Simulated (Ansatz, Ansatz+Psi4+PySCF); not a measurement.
```xyz
6

C    -0.0464    0.6631    0.0000
O    -0.0464   -0.7551    0.0000
H    -1.0870    0.9759    0.0000
H     0.8606   -1.0570    0.0000
H     0.4381    1.0716    0.8895
H     0.4381    1.0716   -0.8895
```

Basis set: cc-pVTZ (spherical functions). Correlated methods keep 2 orbitals frozen. Charge 0, multiplicity 1.

Computed with Ansatz (development build ahead of 0.2.0); each method stands on the lowest determinant of its kind that the runs found. Restricted open shells among the atoms or ions are ROHF, correlated in semicanonical orbitals with singles.

Problem. Give the atomization energy at this shape (free ground-state atoms in the same class of orbitals less the molecule, no zero-point energy) of singlet CH₄O by RHF-CCSD(T), RHF-MP2.

Solution.

```
     method  atomization energy
RHF-CCSD(T)            21.69 eV
    RHF-MP2            21.90 eV
```
